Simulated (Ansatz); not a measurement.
Input file:

```yaml
crystal:
  periodic: [false, false, false]
  atoms:
    - {symbol: Ge, position_ang: [0.000000, 0.000000, -0.955500]}
    - {symbol: Mg, position_ang: [0.000000, 0.000000, -3.450000]}
    - {symbol: H, position_ang: [0.000000, 0.000000, 4.405500]}
basis:
  gaussian: {orbitals: 6-31G}
magnetization: {spin_polarized: false, initial_magnetization: 3}
correlation: {method: fic_mrcisd_q, electrons: outside_noble_gas, active_space: {window: {electrons: 7, orbitals: 5}}}
accuracy: high
```

```sh
$ ansatz run in.yaml --threads 1 --pin off --events-out ev --progress --plain --max-ram 2393MiB
```

**Question.** Roughly how long does this take on 1 thread of Arm Neoverse V1, shared host, and how much host memory?

**Answer.** 3.9 s wall and 0.23 GiB.

```
713 factors; integrals over basis functions are off by at most 4.1e-9 eV
mean field evaluation 1: about -61907.6276 eV, gradient 6.1e0 eV
mean field evaluation 2: about -61907.6521 eV, gradient 6.1e0 eV
mean field evaluation 4: about -61907.9140 eV, gradient 2.5e0 eV
mean field evaluation 8: about -61908.0274 eV, gradient 2.5e-1 eV
mean field evaluation 16: about -61908.0289 eV, gradient 1.8e-8 eV
mean field evaluation 32: about -61907.5477 eV, gradient 2.5e0 eV
mean field -61908.02892824 eV, -2275.0781003436 hartree, gradient 1.9e-8 eV, S^2 3.750000; 6 other end points of the search recorded, 0 dependent functions left out
reference -61908.02892824 eV, -2275.0781003436 hartree; 24, 21 occupied and 20, 23 virtual orbitals, 713 factors
state -61908.02892824 eV, -2275.0781003436 hartree
contracted CI cycle   1: correlation 0.00000000 eV, 0.0000000000 hartree, residual 6.99e0 eV
contracted CI cycle   2: correlation -1.69912766 eV, -0.0624417898 hartree, residual 1.97e0 eV
contracted CI cycle   3: correlation -1.85428741 eV, -0.0681438055 hartree, residual 8.01e-1 eV
contracted CI cycle   4: correlation -1.87811907 eV, -0.0690196026 hartree, residual 3.30e-1 eV
...
state -61908.02892824 eV, -2275.0781003436 hartree; corrected -61910.18003396 eV, -2275.1571520210 hartree
state -61907.51136092 eV, -2275.0590800954 hartree
...
contracted CI cycle  12: correlation -1.44090988 eV, -0.0529524613 hartree, residual 1.89e-3 eV
contracted CI cycle  13: correlation -1.44090999 eV, -0.0529524653 hartree, residual 8.84e-4 eV
contracted CI cycle  14: correlation -1.44091002 eV, -0.0529524664 hartree, residual 4.07e-4 eV
contracted CI cycle  15: correlation -1.44091002 eV, -0.0529524666 hartree, residual 1.83e-4 eV
contracted CI cycle  16: correlation -1.44091002 eV, -0.0529524666 hartree, residual 8.50e-5 eV
contracted CI cycle  17: correlation -1.44091002 eV, -0.0529524666 hartree, residual 3.59e-5 eV
contracted CI cycle  18: correlation -1.44091002 eV, -0.0529524666 hartree, residual 1.46e-5 eV
contracted CI cycle  19: correlation -1.44091002 eV, -0.0529524666 hartree, residual 5.76e-6 eV
contracted CI cycle  20: correlation -1.44091002 eV, -0.0529524666 hartree, residual 2.20e-6 eV
contracted CI cycle  21: correlation -1.44091002 eV, -0.0529524666 hartree, residual 8.53e-7 eV
state -61907.51136092 eV, -2275.0590800954 hartree; corrected -61909.07063048 eV, -2275.1163821950 hartree
state -61908.02892824 eV, -2275.0781003436 hartree; corrected -61910.18003396 eV, -2275.1571520210 hartree
Total energy: -61910.18003396 eV, -2275.1571520210 hartree
```

The active space holds one configuration alone, so it describes no static correlation.

Natural occupations: 2.0000 2.0000 1.0000 1.0000 1.0000.
